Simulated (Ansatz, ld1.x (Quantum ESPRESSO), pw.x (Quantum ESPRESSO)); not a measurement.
**osmium (Os) (fcc): variants of one TM potential in the solid**

```
Element                 : osmium
Generator               : ld1.x (Quantum ESPRESSO) 7.5
Type                    : norm-conserving Troullier–Martins (Kleinman–Bylander form)
Functional              : PBEsol
Relativity              : scalar-relativistic
Frozen core             : [Xe] 4f14
Valence charge          : 8
Reference configuration : 5d6 6s0 6p0 (charge +2)
Partial waves           : 6p (bound, empty): rc 3.00 bohr; 5d (bound): rc 1.65 bohr; 6s (bound, empty): rc 2.05 bohr
Local potential         : the s channel
Core correction         : none
```

Crystal test: fcc Os in pw.x 7.5, no spin, 15³ k-points, Fermi–Dirac smearing 0.01 Ry, cutoffs set for each file from its atomic test. The reference is all-electron LAPW (Ansatz 0.2.0) with the same functional, mesh and smearing; V0 and B0 come from Birch–Murnaghan fits to the pressures at five volumes. Errors are pseudo minus all-electron; Δ is the rms difference of the E(V) curves that follow from these fits, minima aligned, over ±6 % about the mean V0. Mesh and smearing are coarse, so the numbers serve the comparison and aren't converged zero-temperature values; the lattice is a test structure that the element need not adopt.

All-electron: a0 = 3.821 Å (V0 = 13.94 Å³/atom), B0 = 421.5 GPa.

Base: The largest radius (3.00 bohr) exceeds half the bond length (2.55 bohr), so the spheres overlap, which is one possible source of error among others.

```csv
change,cutoffs (Ry),pw.x,a0 (Å),a0 error (%),B0 error (%),Δ (meV/atom),mean pressure error (GPa)
base,70/280,converged,3.826,+0.14,+3.0,5.8,+1.92
core correction a·sin(br)/r model core inside 0.82 bohr,70/280,converged,3.857,+0.95,-3.4,36.3,+12.41
core correction a·sin(br)/r model core inside 1.24 bohr,70/280,converged,3.850,+0.78,-1.3,30.2,+10.34
core correction a·sin(br)/r model core inside 1.56 bohr,70/280,converged,3.851,+0.79,-1.3,30.8,+10.55
core correction a·sin(br)/r model core inside 1.92 bohr,70/280,converged,3.854,+0.86,-1.3,33.4,+11.48
```
